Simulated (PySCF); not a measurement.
Stepwise substitution at one centre (B F-I). Gas-phase values, no solvent. Strings in code marks are SMILES.

Calculation: B3LYP-D3(BJ)/def2-TZVP in PySCF 2.14.0. All candidates: neutral, multiplicity 1. B3LYP has the VWN-RPA correlation part, as in Gaussian. Delta-SCF ions had no search for a lower state. Excitations are Tamm–Dancoff values on a coarser integration grid. The basis has no diffuse functions, so Rydberg states are missing or too high.

| Item | Value |
|---|---|
| HOMO | -7.88 eV |
| S1 excitation (TDA) | 5.74 eV |
| vertical ionisation energy (Delta-SCF) | 10.63 eV |

Task: Which member has these values?
A) `FB(I)I`
B) `IB(I)I`
C) `FB(F)F`
D) `FB(F)I`

Result: D, `FB(F)I`. The others give `FB(I)I`: -7.46 eV, 4.46 eV, 9.62 eV; `IB(I)I`: -7.14 eV, 3.46 eV, 9.06 eV; `FB(F)F`: -11.90 eV, 10.48 eV, 15.21 eV
